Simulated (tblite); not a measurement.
# CH8BN: the cost of one run

Computed with tblite 0.8.0 and PySCF 2.14.0; each step states its level. No surroundings beyond the atoms listed, unless a continuum is named. Atoms count from 0, parts from 1.

### Step 1. Starting point

11 atoms, charge 0, multiplicity 1; geometry: rigid parts in contact. Parts: 1 = atoms 0–3, `B`, charge 0; 2 = atoms 4–10, `CN`, charge 0.

### Step 2. Bringing the parts together with GFN2-xTB

The job: settings as JSON, then the geometry in Å.

```
{"job": {"kind": "dock", "xc": "GFN2-xTB", "basis": "xTB"}, "charge": 0, "multiplicity": 1, "parts": [{"atoms": "0-3", "charge": 0, "multiplicity": 1}, {"atoms": "4-10", "charge": 0, "multiplicity": 1}]}
B     -0.000048    -0.000090    -0.000025
H     -0.672549    -0.778786    -0.545236
H      1.053050    -0.310317     0.388128
H     -0.380453     1.089193     0.157133
C      0.806320     1.613882    -2.479998
N     -0.472804     2.286557    -2.624860
H      0.653275     0.543113    -2.609983
H      1.473322     1.962910    -3.267488
H      1.298995     1.777428    -1.510615
H     -0.356015     3.288744    -2.517826
H     -1.117165     1.974782    -1.905497
```

Level: GFN2-xTB search for minima from random contacts, gas phase.

Launch:

```console
$ OMP_NUM_THREADS=1 python cluster_run.py task.json out
```

The driver reads the jobs from task.json and runs them one after another.

**Question.** How long does this first job take on 1 thread of AMD EPYC 9R45, shared host?

About 2.9 s.
